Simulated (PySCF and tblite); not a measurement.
The numbers below are computed, except where a source is named.
Stationary points of C3H3FO2 at PBE0-D3(BJ)/def2-SVP, in Å:

Structure A

```
 1 O    -2.618   -0.558    0.470
 2 C    -1.607   -0.181   -0.075
 3 C    -0.280   -0.268    0.517
 4 C     0.826    0.161   -0.116
 5 O     2.051    0.108    0.368
 6 F     0.782    0.694   -1.329
 7 H    -1.641    0.271   -1.099
 8 H    -0.170   -0.697    1.514
 9 H     2.671    0.477   -0.275
```

Structure B

```
 1 O    -2.385    0.586    0.368
 2 C    -1.620   -0.209   -0.104
 3 C    -0.234   -0.444    0.401
 4 C     0.824    0.217   -0.063
 5 O     2.082    0.056    0.329
 6 F     0.704    1.137   -1.020
 7 H    -1.934   -0.854   -0.967
 8 H    -0.074   -1.189    1.183
 9 H     2.638    0.701   -0.126
```

Structure C

```
 1 O    -2.026    0.788   -0.587
 2 C    -1.604   -0.242   -0.114
 3 C    -0.211   -0.549    0.195
 4 C     0.813    0.301   -0.019
 5 O     2.074    0.027    0.261
 6 F     0.658    1.499   -0.535
 7 H    -2.303   -1.083    0.134
 8 H     0.042   -1.518    0.626
 9 H     2.626    0.784    0.022
```

Geometries: PBE0-D3(BJ)/def2-SVP; energies: PBE0/pcSseg-1 + D3(BJ), IEF-PCM chloroform; zero-point and thermal terms from GFN2-xTB harmonic modes (soft modes blended into free rotors).

**Question.** Which structure is a saddle point, and along which motion?

**Answer.** B: one imaginary mode (196i cm⁻¹ at GFN2-xTB, mostly on H7, O1, C2), along the rotation about the C2–C3 bond (torsion O1–C2–C3–C4 from 180° to 360°, rising).

**Question.** Give their symmetry and energies above the lowest.

**Answer.** A Cs, 0.0 kcal/mol; B C1, 12.7 kcal/mol; C Cs, 1.5 kcal/mol.
